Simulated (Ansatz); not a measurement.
# Structure relaxation of Au

These are results of Ansatz, DFT PBEsol, scalar-relativistic, plane waves, PAW, not measurements. Cutoff 420 eV, Γ-centred k mesh, Gaussian smearing, no spin polarisation in the final step.

The start puts Au on the alpha-gallium structure type (Cmce, No. 64), at a guessed volume.

```xyz
4
Lattice="2.2417 -3.7992 0.0000 2.2417 3.7992 0.0000 0.0000 0.0000 4.4893" Properties=species:S:1:pos:R:3 pbc="T T T"
Au    2.2417    2.6405    0.3524
Au    2.2417   -1.1588    1.8922
Au    2.2417   -2.6405    4.1369
Au    2.2417    1.1588    2.5971
```

Cell and atoms relax at zero pressure; the relaxation can't lower the symmetry of the start. After a coarse first stage the cell is made exact in the group found at 0.06 Å.

Energies count from the standard state of Au at the same level.

**Question.** Describe the relaxed structure.

**Answer.** It ends in I4/mmm (No. 139). Conventional cell: a = 3.428 Å, c = 2.912 Å. Around Au lie 10 Au at 2.83–2.91 Å and 4 Au at 3.43 Å.

```xyz
1
Lattice="-1.7140 1.7140 1.4559 1.7140 -1.7140 1.4559 1.7140 1.7140 -1.4559" Properties=species:S:1:pos:R:3 pbc="T T T"
Au    0.0000    0.0000    1.4559
```

**Question.** What are its volume, energy, density and gap?

**Answer.** The volume per atom is 17.11 Å³. The density is 19.12 g/cm³, the energy over the standard structure is 0.02 eV/atom and the gap on the 24×24×24 mesh is 0 eV (a metal).

The final run used a 24×24×24 mesh on its 1-atom cell and 0.10 eV smearing. For metals, differences of a few meV/atom aren't resolved. Spin–orbit coupling is left out. Symmetry constrained the relaxation, so the result can be a saddle point.

This form isn't the element's structure at ambient conditions.